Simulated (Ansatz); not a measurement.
A nudged elastic band was laid between two geometries of BClH2 + H (5 atoms, charge 0, multiplicity 2).

The calculation used UKS PBE0-D4/def2-SVP in Ansatz 0.2.0.

- movable images: 5
- climbing image: yes
- spring: 5.0 eV/Å²
- optimiser: quadratic models (default)
- start path: through a guess of the saddle point
- force threshold: 0.05 eV/Å
- iteration limit: 60
- end points: relaxed

First end point:

```xyz
5
Properties=species:S:1:pos:R:3
B -0.006 0.000 -0.325
H 0.015 0.000 0.877
H 0.985 0.000 -1.006
Cl -1.553 0.000 -1.118
H -0.020 0.000 3.887
```

Last end point:

```xyz
5
Properties=species:S:1:pos:R:3
B -0.074 0.000 -0.661
H 0.030 0.000 2.462
H 0.989 0.000 -1.232
Cl -1.585 0.000 -1.477
H 0.059 0.000 3.224
```

**Question.** What changes between the two ends?

**Answer.** Bonds broken: B1–H2. Bonds formed: H2–H5. BClH2 + H becomes BClH + H2.

**Question.** What energy profile does the band end with?

**Answer.** It converged. The highest image is number 3 of 0 to 6, 34.6 kJ/mol above the first end and 23.1 kJ/mol above the last; the last end lies 11.5 kJ/mol above the first. A vibrational analysis at the climbing image gives 2 clearly imaginary modes (922i, 384i cm⁻¹): a point of higher order. A lower path may pass nearby, or the ends, which weren't checked, may share the extra mode.

| image | path coordinate (Å) | energy (kJ/mol) | B1–H2 (Å) | H2–H5 (Å) |
| --- | --- | --- | --- | --- |
| 0 | 0.00 | 0.0 | 1.20 | 3.01 |
| 1 | 0.58 | 0.9 | 1.20 | 2.37 |
| 2 | 1.15 | 7.6 | 1.21 | 1.72 |
| 3 | 1.73 | 34.6 | 1.57 | 0.91 |
| 4 | 2.29 | 19.4 | 2.16 | 0.78 |
| 5 | 2.85 | 12.5 | 2.68 | 0.76 |
| 6 | 3.41 | 11.5 | 3.12 | 0.76 |

**Question.** What is the geometry of the highest image?

**Answer.** 
```xyz
5
Properties=species:S:1:pos:R:3
B -0.005 0.000 -0.066
H -0.011 0.000 1.504
H 1.024 0.000 -0.694
Cl -1.543 0.000 -0.843
H -0.045 0.000 2.414
```

Run time: 28 s on 1 thread of Intel(R) Xeon(R) 6975P-C (Granite Rapids) (shared host), peak memory 0.13 GiB.
